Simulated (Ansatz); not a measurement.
# The boron atom (doublet): from Hartree-Fock to the top rungs, def2-TZVP

One table from this session's results is given with a row withheld; the runs are named, their logs left out.

The runs use Ansatz 0.2.0, Gaussian basis; def2-TZVP, core rule «outside noble gas», up to 1 orbitals frozen.

The runs, in order: UHF; CCSD(T) on ROHF; CCSD(T) on UHF; BCCD(T) on ROHF; CISD; CCSDT on ROHF; CCSDT on UHF; CASSCF and MRCISD+Q, 3 electrons in 4 orbitals; CASSCF and MRCISD+Q(relaxed), 3 electrons in 4 orbitals; CASSCF and NEVPT4(SD), 3 electrons in 4 orbitals; CASSCF and NEVPT2, 3 electrons in 4 orbitals.

### The atom

A free atom, in its lowest state of this spin that the program finds.

1 atom, charge 0, spin multiplicity 2.

Set-up of the first run:

File in.yaml:

```yaml
crystal:
  periodic: [false, false, false]
  atoms:
    - {symbol: B, position_ang: [0.000000, 0.000000, 0.000000]}
basis:
  gaussian: {orbitals: def2-TZVP}
magnetization: {spin_polarized: true, initial_magnetization: 1}
hamiltonian: {xc: hf}
output: {orbitals: {seedname: orbitals}}
```

The run is started by

```sh
$ ansatz run in.yaml --threads 1 --pin off --events-out ev --progress --plain --max-ram 2393MiB
```

Among the steps run: UHF; CCSD(T) on ROHF; CCSD(T) on UHF; BCCD(T) on ROHF; CISD; CCSDT on ROHF; CCSDT on UHF; CASSCF and MRCISD+Q, 3 electrons in 4 orbitals; CASSCF and MRCISD+Q(relaxed), 3 electrons in 4 orbitals; CASSCF and NEVPT4(SD), 3 electrons in 4 orbitals; CASSCF and NEVPT2, 3 electrons in 4 orbitals.

One of the session's tables, all rows but one given; the rest of the session is left out.

```
                   method  from RCCSD(T) (kcal/mol)
                     ROHF                    +43.61
                      UHF                    +41.14
                     RMP2                    +13.78
                     UMP2                    +13.84
                     CISD                     +0.91
                    RCCSD                     +0.90
                    UCCSD                     +0.81
                 RCCSD(T)                         0
                 UCCSD(T)                     -0.01
                  BCCD(T)                     +0.01
                   RCCSDT                     -0.27
                   UCCSDT                     -0.28
           CASSCF valence                         ?
           NEVPT2 valence                     +5.30
       NEVPT4(SD) valence                     +0.21
           MRCISD valence                     -0.06
         MRCISD+Q valence                     -0.68
MRCISD+Q(relaxed) valence                     -0.79
```

Q: Estimate the row for CASSCF valence from the others.

As computed: from RCCSD(T) (kcal/mol): +22.19. In the column «from RCCSD(T) (kcal/mol)» it lies between UMP2 (+13.84) and UHF (+41.14).

To keep in mind: Restricted and unrestricted rows rest on different reference determinants; where their highest levels disagree by more than a few hundredths of an eV, they describe different states and don't form one ladder.
